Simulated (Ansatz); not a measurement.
AlClH$_{4}$Si (`[AlH2][SiH2]Cl`), relaxed with RKS PBE0-D4/def2-TZVP in Ansatz from a PBE-D4/def2-SVP geometry. The force threshold is 0.005 eV/Å; the program also tests the step.

Charge 0, multiplicity 1.

Start:

```xyz
7

Al    0.711    0.190    1.232
Si   -0.444    0.104   -0.940
Cl   -1.181   -1.879   -0.878
H    -0.161   -0.126    2.537
H     2.288    0.451    1.346
H     0.406    0.228   -2.177
H    -1.619    1.032   -1.119
```

Q: By how much does the energy fall, and how many steps does the optimiser take? (Estimate.)

A: Computed: 2.61 kJ/mol, in 24 steps, 5 of them rejected.

Q: Which bonds change most? (Best estimate.)

A: Ansatz gave: Si2–Cl3 from 2.116 to 2.088 Å; Si2–H7 from 1.508 to 1.488 Å; Si2–H6 from 1.506 to 1.488 Å; Al1–H5 from 1.603 to 1.586 Å.

Q: Give the relaxed structure. (An estimate is asked.)

A: Ansatz gave: 
```xyz
7

Al    0.690    0.198    1.246
Si   -0.466    0.103   -0.920
Cl   -0.900   -1.934   -1.075
H    -0.151    0.389    2.577
H     2.257   -0.039    1.310
H     0.335    0.460   -2.121
H    -1.764    0.823   -1.017
```
